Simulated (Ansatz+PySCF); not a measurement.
The numbers below are computed, except where a source is named.
A run of PySCF 2.14.0 on doublet CH₃ at this shape:

```xyz
4

C     0.0000    0.0000    0.0000
H     1.3084    0.0000    0.0000
H    -0.5452    0.9443    0.0000
H    -0.5452   -0.9443    0.0000
```

Its results:

```yaml
Converged: yes
Reference_energy: -39.04356 hartree
Correlation_energy: -0.04384 hartree
Total_energy: -39.08740 hartree
```

Which input gives this output? Name the method, the orbitals and the basis set, and write the input.

UHF-MP2 in STO-3G.

```python
from pyscf import gto, scf, mp

mol = gto.M(atom="""
C 0.000000 0.000000 0.000000
H 1.308410 0.000000 0.000000
H -0.545170 0.944270 0.000000
H -0.545170 -0.944270 0.000000
""", basis='sto-3g', charge=0, spin=1)
mf = scf.UHF(mol)
mf.kernel()
pt = mp.MP2(mf, frozen=1).run()
print(mf.e_tot, pt.e_corr, pt.e_tot)
```

Caution: bonds are stretched, where a single reference can fail.
